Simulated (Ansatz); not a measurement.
C4H5N can be A, `C=CN1C=C1`, or B, `C#C/N=C\C`.

Program: Ansatz. Geometries: PBE0-D4/def2-TZVP. ΔE: electronic, gas phase. CCSD(T)/CBS is the MP2 limit (def2-TZVPP, def2-QZVPP) plus CCSD(T) − MP2 in def2-TZVPP, frozen cores. Functionals use def2-TZVPP. B3LYP here is the variant with VWN-RPA as its local correlation; programs differ in this. One conformer a species, not always the lowest.

A:

Z-matrix (Å, degrees):
```
C
C 1 1.326
H 1 1.082 2 121.1
H 1 1.085 2 121.5 3 -179.3
N 2 1.414 1 125.8 3 174.3
H 2 1.087 1 121.3 3 -0.5
C 5 1.491 2 115.7 1 29.7
C 5 1.489 2 116.6 1 86.5
H 7 1.074 5 138.7 2 -81.6
H 8 1.074 5 137.8 2 82.2
```

B:

```xyz
10

C     1.786   -1.505   -0.829
C     0.700   -0.992   -0.928
N    -0.513   -0.493   -1.150
C    -1.061    0.333   -0.349
C    -0.495    0.872    0.912
H     2.744   -1.957   -0.740
H    -2.057    0.674   -0.635
H     0.497    0.468    1.112
H    -0.440    1.964    0.858
H    -1.160    0.635    1.749
```

Question: Which isomer does CCSD(T)/CBS put lower? Give the gap. (An estimate is asked.)

Answer: Computed: B, by 44.4 kcal/mol.

Question: Give E(B) − E(A) in kcal/mol with LDA (SPW92), B3LYP, CCSD(T)/def2-SVP, MP2/def2-TZVPP, CCSD/def2-TZVPP, HF/def2-TZVPP, PBE-D4. (Estimate.)

Answer: The calculation gave: LDA (SPW92) -42.9, B3LYP -48.5, CCSD(T)/def2-SVP -46.7, MP2/def2-TZVPP -46.2, CCSD/def2-TZVPP -45.9, HF/def2-TZVPP -52.0, PBE-D4 -44.3. None reverses the order clearly.

Question: Does the order hold for the free energy at 298.15 K (harmonic terms from PBE0-D4)? (Estimate.)

Answer: Ansatz gave: Yes: G(B) − G(A) = -44.0 kcal/mol, for one conformer each.

Largest T1 diagnostic: 0.014.

Leaving LDA and LC-ωPBE aside and taking each functional with its dispersion term where it has one, the values, not all of them listed here, spread over 5.3 kcal/mol, from BHLYP-D4 to ωB97X-V. LDA lies +1.8 kcal/mol from PBE without D4. At CCSD(T), def2-SVP lies −2.3 kcal/mol from the extrapolated value and def2-TZVPP −0.9 kcal/mol.
